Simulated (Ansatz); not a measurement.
Correlation energies of C$_{3}$H$_{6}$F$_{2}$O (`CCOC(F)F`) by basis set

Z-matrix (Å, degrees):
```
C
C 1 1.511
H 1 1.091 2 110.5
H 1 1.093 2 109.8 3 119.6
H 1 1.092 2 112.0 3 -120.9
O 2 1.429 1 112.1 3 56.5
H 2 1.094 1 111.8 3 -179.9
H 2 1.090 1 110.7 3 -60.2
C 6 1.348 2 114.8 1 85.7
F 9 1.338 6 107.6 2 -167.8
F 9 1.362 6 111.0 2 75.2
H 9 1.097 6 114.4 2 -46.1
```

Charge 0, multiplicity 1. All single points use the PBE0-D4/def2-TZVP geometry. It is one conformer, not always the lowest. Frozen core, restricted reference, the Gaussian-basis code of Ansatz. CBS rows extrapolate triple and quadruple zeta; past MP2 they add the triple-zeta difference.

```csv
basis,HF (Eh),MP2 corr.
def2-TZVPP,-391.00758,-1.24277
def2-QZVPP,-391.02509,-1.34319
```

Estimate the CCSD correlation energy and the (T) correction in each basis where they were run (hartree).


| basis | CCSD corr. | (T) |
| --- | --- | --- |
| def2-TZVPP | -1.27432 | -0.04421 |
| CBS(def2) | -1.44911 | as TZ |
